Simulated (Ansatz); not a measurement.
A ladder of methods for H3PO (SMILES O=[PH3])

The species is H3PO (5 atoms), meant as a singlet with charge 0. SMILES: `O=[PH3]`. The shape is that of a GFN2-xTB optimisation.

Quantity: the vertical ionisation energy (to the doublet cation), in eV. The values are calculated.

```json
{"level": "HF/STO-3G", "kind": "Hartree–Fock", "program": "Ansatz", "value (eV)": "4.10", "less FCI/STO-3G": "-0.82"}
{"level": "PBE/STO-3G", "kind": "GGA", "program": "Ansatz", "value (eV)": "6.66", "less FCI/STO-3G": "+1.74"}
{"level": "B3LYP/STO-3G", "kind": "global hybrid", "program": "Ansatz", "value (eV)": "6.47", "less FCI/STO-3G": "+1.55"}
{"level": "RPA@PBE/STO-3G", "kind": "RPA", "program": "Ansatz", "value (eV)": "4.90", "less FCI/STO-3G": "-0.02"}
{"level": "MP2/STO-3G", "kind": "perturbation theory", "program": "Ansatz", "value (eV)": "4.87", "less FCI/STO-3G": "-0.05"}
{"level": "CCSD(T)/STO-3G", "kind": "coupled cluster or CI", "program": "Ansatz", "value (eV)": "4.92", "less FCI/STO-3G": "0.00"}
{"level": "CCSD/STO-3G", "kind": "coupled cluster or CI", "program": "Ansatz", "value (eV)": "4.79", "less FCI/STO-3G": "-0.13"}
{"level": "CCSDTQ/STO-3G", "kind": "coupled cluster or CI", "program": "Ansatz", "value (eV)": "4.92", "less FCI/STO-3G": "0.00"}
{"level": "FCI/STO-3G", "kind": "exact in the basis", "program": "Ansatz", "value (eV)": "4.92", "less FCI/STO-3G": "0.00"}
```

FCI/STO-3G is exact within its basis and frozen core, so for wave-function methods in that basis the difference is their error; functionals converge differently with the basis, so for them it is only a difference. The values span 4.10 to 6.66 eV. All rows use very small basis sets, so none should be taken for the real molecule's value.
